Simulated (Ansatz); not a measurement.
Frontier orbitals of C3H6OS (`SC1COC1`).

| atom | x (Å) | y (Å) | z (Å) |
| --- | --- | --- | --- |
| S1 | 1.547 | 0.636 | 1.198 |
| C2 | 0.292 | 0.431 | -0.073 |
| C3 | 0.346 | -0.911 | -0.809 |
| O4 | -1.058 | -1.114 | -0.611 |
| C5 | -1.126 | -0.014 | 0.306 |
| H6 | 1.281 | 1.918 | 1.494 |
| H7 | 0.308 | 1.283 | -0.751 |
| H8 | 0.944 | -1.674 | -0.297 |
| H9 | 0.620 | -0.881 | -1.866 |
| H10 | -1.940 | 0.675 | 0.063 |
| H11 | -1.216 | -0.349 | 1.344 |

Charge 0, multiplicity 1. The geometry is a stationary point of PBE0-D4/def2-TZVP. It is one conformer, not always the lowest. Basis def2-TZVPP, Ansatz 0.2.0.

Orbital energies of one run (eV). Highest occupied ones, from the top: -8.19, -9.05, -10.53, -10.73, -11.63, -13.15, -13.23, -14.46, -15.15, -16.28, -17.78, -21.57, -21.90, -24.86. Empty: 1.10, 2.07, 2.34, 2.74, 2.84, 3.25.

(1) Which functional gave them?
A. BHLYP
B. r2SCANh
C. LC-ωPBE
D. BLYP

Results:

(1) A. HOMO energies: BHLYP -8.19, BLYP -5.66, LC-ωPBE -9.83, r2SCANh -6.52 eV.

LC-ωPBE has ω = 0.4 bohr⁻¹.
